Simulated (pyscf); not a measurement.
InH (SMILES [InH]) [singlet] + H₂ (SMILES [H][H]) + H₂ (SMILES [H][H]) → InH₃ (SMILES [InH3]) + H₂ (SMILES [H][H]), a multi-bond step (singlet surface; H–H, H–H broken, H–In, H–In, H–H formed). Optimised with ωB97X-D3(BJ)/def2-SVP in PySCF. Energies in kcal/mol from the separated reactants.

Small-basis levels: PySCF, no dispersion term, spherical d functions. AM1 to PM7: differences of heats of formation from MOPAC, which are fitted to 298 K values and so differ in kind from electronic energies by zero-point and thermal terms. GFN2-xTB: tblite. 

```tsv
level	barrier	reaction energy
BP86/6-31G*+LANL2DZ	41.3	-3.8
PBE/6-31G*+LANL2DZ	[?]	-4.0
M06-2X/6-31G*+LANL2DZ	50.7	-4.2
B3LYP/6-311+G**+LANL2DZ	[?]	-5.9
B3LYP/def2-SVP	46.2	+1.6
GFN2-xTB	12.8	+9.7
PM3	49.5	+2.0
PM6	79.6	+64.2
PM7	110.0	+47.3
ωB97M-D3(BJ)/def2-TZVP	[?]	-3.8
```

### Question
Complete the blanks.

### Answer

- PBE/6-31G*+LANL2DZ, barrier: 39.3
- B3LYP/6-311+G**+LANL2DZ, barrier: 46.1
- ωB97M-D3(BJ)/def2-TZVP, barrier: 49.1

Against the last row the barrier runs from -36.3 (GFN2-xTB) to +60.9 kcal/mol (PM7). ωB97M-D3(BJ)/def2-TZVP has limits of its own. One saddle was located; it need not be the lowest between these sides. In the def2 sets elements past Kr carry core potentials, without spin-orbit coupling.
